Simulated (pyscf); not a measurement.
Four-centre exchange: HO–SiH(Cl)–Cl (SMILES O[SiH](Cl)Cl) + F–Cl (SMILES FCl) → HO–Si(F)(Cl)–Cl (SMILES O[Si](F)(Cl)Cl) + HCl (SMILES Cl)

Gas phase, singlet surface, charge 0. Bonds broken: Si2–H8, Cl3–F7. Bonds formed: Si2–F7, Cl3–H8. Optimised with ωB97X-D3(BJ)/def2-SVP in PySCF.

Transition state (Å):

```xyz
8

O      0.6575     0.9195     0.9882
Si    -0.1913     0.1365    -0.1817
Cl    -2.2776    -1.6967     1.0568
Cl    -0.8533     1.7308    -1.3278
Cl     0.8712    -1.0157    -1.4953
H      0.9280     0.3601     1.7264
F     -0.3461    -1.4082     1.0836
H     -1.7020    -0.3553     0.0085
```

One imaginary mode, 1136i cm⁻¹; descent along it reached the two sides named.

| bond | change | reactant side (Å) | saddle | product side |
|---|---|---|---|---|
| Si2–H8 | breaks | 1.476 | 1.600 | 3.2 |
| Cl3–F7 | breaks | 1.653 | 1.953 | 3.4 |
| Si2–F7 | forms | 3.3 | 2.003 | 1.608 |
| Cl3–H8 | forms | 3.2 | 1.797 | 1.283 |

Electronic energies relative to the separated reactants (kJ/mol):

```
level                   barrier  reaction energy  reverse barrier
----------------------  -------  ---------------  ---------------
ωB97X-D3(BJ)/def2-TZVP    201.0           -430.8            631.8
PBE/def2-TZVP             126.4           -407.9            534.3
r²SCAN/def2-TZVP          140.7           -438.6            579.3
B3LYP-D3(BJ)/def2-TZVP    164.7           -422.6            587.3
PBE0-D3(BJ)/def2-TZVP     169.8           -429.2            599.0
M06-2X/def2-TZVP          205.2           -441.2            646.4
ωB97M-D3(BJ)/def2-TZVP    193.5           -432.9            626.4
HF/def2-TZVP              328.7           -460.8            789.4
```

With ωB97M-D3(BJ)/def2-TZVP energies and thermal terms (ideal gas, 1 atm, RRHO with modes under 100 cm⁻¹ raised to 100, one conformer, R ln 2 for chiral ones without a mode under 150 cm⁻¹), in kJ/mol:

```csv
T (K),ΔH‡,ΔG‡,ΔH,ΔG
298,188.2,235.4,-432.8,-429.5
600,190.3,282.3,-431.1,-427.0
900,192.6,327.8,-430.7,-425.0
1200,194.6,372.6,-430.8,-423.2
```

One saddle was located; it need not be the lowest between these sides. A restricted solution here is unstable towards spin polarisation, so biradical character is likely and single-reference numbers are less safe.
